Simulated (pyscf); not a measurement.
Optimised with ωB97X-D3(BJ)/def2-SVP in PySCF.

What is the homolytic dissociation enthalpy (298 K, ωB97M-D3(BJ)/def2-TZVP) of the Cl–Ta bond of O=Ta(=O)–Cl (SMILES [O]=[Ta](=[O])[Cl]), to [O=Ta=O]• + Cl•?

Cl–Ta to [O=Ta=O]• + Cl•: 105.8 kcal/mol. The 7 functionals that were run give +101.2 (B3LYP-D3(BJ)) to +112.2 kcal/mol (ωB97X-D3(BJ)). The radicals are drawn with the spin at the cut bond; how far it spreads was not checked. Left out: the spin-orbit lowering of Cl. Open-shell species with a d-block atom are single-reference here; other states, and whether the spin sits on metal or ligand, were not checked. Elements past Kr carry the def2 core potentials, without spin-orbit coupling.
